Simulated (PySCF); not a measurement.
`CCCCl`. Computed geometry: GFN2-xTB, gas phase.

```
atom  x, y, z in Å
C1    -1.2738   -0.0336    0.4070
C2    -0.0175   -0.5058   -0.3165
C3     1.1287    0.4652   -0.0896
Cl4    2.6007   -0.0856   -0.9358
H5    -1.0948    0.0397    1.4773
H6    -2.0874   -0.7347    0.2417
H7    -1.5815    0.9434    0.0416
H8     0.2693   -1.4941    0.0471
H9    -0.2149   -0.5865   -1.3868
H10    1.3829    0.5390    0.9680
H11    0.8936    1.4558   -0.4799
```

(1) What is the longest distance between nuclei?

(2) Work out the bond lengths C1–C2, C1–H7, C2–C3, C3–H11 in pm.

(3) What are the angles C2–C1–H6, H5–C1–H7, C3–C2–H8, H8–C2–H9, C1–C2–C3, C2–C3–H10, C2–C3–H11?

(4) How far are the heavy atoms from their best plane (unweighted least squares)?

(5) Give the dihedral angles H6–C1–C2–H9, H8–C2–C3–H11, H7–C1–C2–H9, H8–C2–C3–H10, H5–C1–C2–C3, H7–C1–C2–C3.

(6) Where is the centre of mass (commonest isotopes), and what is the radius of gyration?

(7) What is the repulsion energy of the bare nuclei, Σ ZA·ZB/RAB?

(8) Write the matrix of distances between heavy atoms (Å, lower triangle).

Results:

(1) Cl4···H6, 4.88 Å; the next longest distance is 4.42 Å.

(2) For C1–C2 the difference vector is (1.2563, -0.4722, -0.7235) Å, of length 1.5247 Å. C1–C2 152.5; C1–H7 108.8; C2–C3 151.9; C3–H11 109.0 pm.

(3) From the scalar product of the two bond vectors; for C2–C1–H6 it is -0.5715 Å² over 1.5247 × 1.0867 Å², cos θ = -0.3449. C2–C1–H6 110.2°; H5–C1–H7 108.5°; C3–C2–H8 109.3°; H8–C2–H9 107.9°; C1–C2–C3 110.7°; C2–C3–H10 111.3°; C2–C3–H11 111.4°.

(4) 0.000 Å rms; none is more than 0.001 Å off.

(5) H6–C1–C2–H9 59° (synclinal); H8–C2–C3–H11 178° (antiperiplanar); H7–C1–C2–H9 -60° (synclinal); H8–C2–C3–H10 -60° (synclinal); H5–C1–C2–C3 -60° (synclinal); H7–C1–C2–C3 60° (synclinal). Dihedral signs follow IUPAC: positive where, seen along the central bond, the front bond turns clockwise onto the rear one.

(6) Mass 78.024 u; centre at (1.109, -0.048, -0.408) Å; Rg = √(Σ m r²/M) = 1.697 Å. As Ia + Ib + Ic = 2 Σ m r², the three principal moments sum to 449.6 u·Å².

(7) 159.33 Eh over 55 pairs, with full nuclear charges and distances in bohr; the largest single term is 30.24 Eh (C3 with Cl4).

(8) 
```
C1    0.000
C2    1.525  0.000
C3    2.503  1.519  0.000
Cl4   4.101  2.723  1.785  0.000
```

The point group is Cs within 0.08 Å; differences among equivalent distances and angles are scatter left by the optimiser. No frequency check. The numbers are those of one conformer.
